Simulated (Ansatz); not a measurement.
SiSe2 (Ibam, No. 72) was calculated with PBEsol in Ansatz (PAW).

Settings: plane-wave cutoff 500 eV, 10×10×10 k mesh, gaussian smearing 0.02 eV, scalar-relativistic PAW data made under PBE.

Computed at the level's own relaxed cell.

Problem. Give the computed equilibrium volume per atom and band gap.

Solution. 
* **equilibrium volume per atom**: 28.61 Å³/atom
* **band gap**: 1.67 eV (on the SCF k mesh)

Spin–orbit coupling is not included.

The computed numbers hold no vibrational or temperature effects.

Cost on a shared machine: very roughly 19 core-minutes.

Ansatz is a first-principles code.
